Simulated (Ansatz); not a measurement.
B₂H₄S, SMILES `BSB`, relaxed with RKS PBE0-D4/def2-TZVP in Ansatz from a PBE-D4/def2-SVP geometry. The force threshold is 0.005 eV/Å; the program also tests the step.

Charge 0, multiplicity 1.

Start:

```xyz
7

B     0.270   -0.862   -1.103
S    -0.136   -0.935    0.661
B    -0.278    0.806    1.143
H     0.378    0.206   -1.665
H     0.420   -1.925   -1.668
H    -0.549    1.025    2.304
H    -0.105    1.685    0.327
```

```
step  energy (eV)  largest force (eV/Å)  largest move (Å)
   1  -12248.2370                 0.475             0.000
   2  -12248.2611                 0.185             0.027
   3  -12248.2614                 0.144             0.019
   4  -12248.2638                 0.014             0.024
   5  -12248.2639                 0.012             0.002
   6  -12248.2639                 0.001             0.003
```

End:

```xyz
7

B     0.266   -0.854   -1.090
S    -0.135   -0.932    0.659
B    -0.275    0.796    1.131
H     0.371    0.201   -1.633
H     0.417   -1.890   -1.659
H    -0.542    1.027    2.269
H    -0.103    1.652    0.322
```

It took 11 s on 2 threads of an Arm Neoverse V1 on a shared host, with 0.19 GiB of host memory at the peak.
